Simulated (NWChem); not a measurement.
System: methylamine (CH5N); SMILES NC

The following NWChem deck was run.

```
start job
memory heap 200 mb stack 900 mb global 1100 mb
geometry units angstroms noautosym nocenter noautoz
  C     -0.007721     0.690034     0.000000
  N     -0.096730    -0.753659     0.000000
  H     -0.528114     1.096772    -0.881724
  H     -0.528114     1.096772     0.881724
  H      1.016671     1.119737     0.000000
  H      0.376435    -1.141446    -0.813320
  H      0.376435    -1.141446     0.813320
end
basis spherical
  * library def2-svp
end
dft
  xc m05-2x
  iterations 150
end
cosmo
  do_cosmo_smd true
  solvent water
end
task dft energy
```

Coordinates come from a PBE0/def2-SVP optimisation. Solvent: water.

Level: M05-2X/def2-SVP with SMD (1 M gas to 1 M solution), gas-phase geometry.

### Question
What results follow from this input? (M05-2X/def2-SVP, SMD on the gas-phase geometry.) Quantities: solvation free energy (kcal/mol); cavity-dispersion-structure term (kcal/mol); dipole in solution (D).

### Answer
- solvation free energy (kcal/mol) = -3.4
- cavity-dispersion-structure term (kcal/mol) = 1.0
- dipole in solution (D) = 1.67
